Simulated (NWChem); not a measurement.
All runs are NWChem calculations. System: CHN, charge 0, spin multiplicity 1, displaced from the optimised geometry. Level: B3LYP/cc-pVDZ, VWN1-RPA local correlation, spin-restricted.

Job file:

```
start mol
memory heap 200 mb stack 900 mb global 1100 mb
geometry units angstroms nocenter noautoz noautosym
  C      0.000000     0.000000     0.748997
  N      0.000000     0.000000    -0.435186
  H      0.000000     0.000000    -2.207048
end
basis spherical
  * library cc-pvdz
end
dft
  xc b3lyp
  semidirect memsize 60000000 filesize 0
  iterations 100
end
task dft energy
```

NWChem printed:

```
             Northwest Computational Chemistry Package (NWChem) 7.3.0
             --------------------------------------------------------

                                NWChem Input Module
                                -------------------

 Scaling coordinates for geometry "geometry" by  1.889725989
 (inverse scale =  0.529177249)

                             Geometry "geometry" -> ""
                             -------------------------

 Output coordinates in angstroms (scale by  1.889725989 to convert to a.u.)

  No.       Tag          Charge          X              Y              Z
 ---- ---------------- ---------- -------------- -------------- --------------
    1 C                    6.0000     0.00000000     0.00000000     0.74899700
    2 N                    7.0000     0.00000000     0.00000000    -0.43518600
    3 H                    1.0000     0.00000000     0.00000000    -2.20704800

 Effective nuclear repulsion energy (a.u.)      21.9332732199

            Nuclear Dipole moment (a.u.)
            ----------------------------
        X                 Y               Z
 ---------------- ---------------- ----------------
     0.0000000000     0.0000000000    -1.4349974445


 Summary of "ao basis" -> "" (spherical)
 ------------------------------------------------------------------------------
       Tag                 Description            Shells   Functions and Types
 ---------------- ------------------------------  ------  ---------------------
 *                          cc-pvdz                   on all atoms

                                 NWChem DFT Module
                                 -----------------

 Summary of "ao basis" -> "ao basis" (spherical)
 ------------------------------------------------------------------------------
       Tag                 Description            Shells   Functions and Types
 ---------------- ------------------------------  ------  ---------------------
 C                          cc-pvdz                  6       14   3s2p1d
 N                          cc-pvdz                  6       14   3s2p1d
 H                          cc-pvdz                  3        5   2s1p
[...]
    22      0.227917  2 N  py                21      0.221359  2 N  px
     8      0.124253  1 C  py                 7      0.120678  1 C  px
    11     -0.029291  1 C  d -1              13      0.028448  1 C  d  1

 Vector    7  Occ=2.000000D+00  E=-3.195006D-01
              MO Center=  1.6D-09,  1.5D-09,  5.5D-01, r^2= 2.4D+00
   Bfn.  Coefficient  Atom+Function         Bfn.  Coefficient  Atom+Function
  ----- ------------  ---------------      ----- ------------  ---------------
     3      0.525713  1 C  s                  6      0.398422  1 C  pz
     2      0.279462  1 C  s                 29      0.231442  3 H  s
    30      0.215556  3 H  s                  9      0.188646  1 C  pz
    20     -0.155406  2 N  pz                16     -0.125517  2 N  s
    17     -0.115964  2 N  s                 23     -0.058392  2 N  pz

 Vector    8  Occ=0.000000D+00  E=-1.834557D-01
              MO Center= -6.9D-10, -8.4D-10, -1.6D+00, r^2= 2.2D+00
   Bfn.  Coefficient  Atom+Function         Bfn.  Coefficient  Atom+Function
  ----- ------------  ---------------      ----- ------------  ---------------
    30      0.553925  3 H  s                 29      0.474353  3 H  s
    20      0.332549  2 N  pz                17     -0.303324  2 N  s
    23      0.284356  2 N  pz                 3     -0.254732  1 C  s
     6     -0.255880  1 C  pz                16     -0.132260  2 N  s
     9     -0.047070  1 C  pz

 Vector    9  Occ=0.000000D+00  E= 3.261862D-02
              MO Center=  1.7D-11, -3.4D-11,  4.1D-01, r^2= 1.6D+00
   Bfn.  Coefficient  Atom+Function         Bfn.  Coefficient  Atom+Function
  ----- ------------  ---------------      ----- ------------  ---------------
     7      0.461011  1 C  px                 8     -0.459386  1 C  py
    21     -0.383074  2 N  px                22      0.381724  2 N  py
     4      0.367442  1 C  px                 5     -0.366147  1 C  py
    18     -0.292177  2 N  px                19      0.291148  2 N  py

 Vector   10  Occ=0.000000D+00  E= 3.261863D-02
              MO Center= -7.1D-10, -7.3D-10,  4.1D-01, r^2= 1.6D+00
   Bfn.  Coefficient  Atom+Function         Bfn.  Coefficient  Atom+Function
  ----- ------------  ---------------      ----- ------------  ---------------
     7      0.459386  1 C  px                 8      0.461011  1 C  py
    21     -0.381724  2 N  px                22     -0.383074  2 N  py
     4      0.366147  1 C  px                 5      0.367442  1 C  py
    18     -0.291148  2 N  px                19     -0.292177  2 N  py

 center of mass
 --------------
 x =   0.00000000 y =   0.00000000 z =   0.04685371

 moments of inertia (a.u.)
 ------------------
          50.982398747920           0.000000000000           0.000000000000
           0.000000000000          50.982398747920           0.000000000000
           0.000000000000           0.000000000000           0.000000000000

     Multipole analysis of the density
     ---------------------------------

     L   x y z        total         alpha         beta         nuclear
     -   - - -        -----         -----         ----         -------
     0   0 0 0     -0.000000     -7.000000     -7.000000     14.000000

     1   1 0 0     -0.000000     -0.000000     -0.000000      0.000000
     1   0 1 0     -0.000000     -0.000000     -0.000000      0.000000
     1   0 0 1     -1.322073      0.056462      0.056462     -1.434997

     2   2 0 0     -9.095057     -4.547529     -4.547529      0.000000
     2   1 1 0      0.000000      0.000000      0.000000      0.000000
     2   1 0 1      0.000000      0.000000      0.000000      0.000000
     2   0 2 0     -9.095057     -4.547529     -4.547529      0.000000
     2   0 1 1      0.000000      0.000000      0.000000      0.000000
     2   0 0 2     -4.692642    -19.420915    -19.420915     34.149188

 Task  times  cpu:        0.7s     wall:        0.7s

 Total times  cpu:        0.7s     wall:        0.7s
```
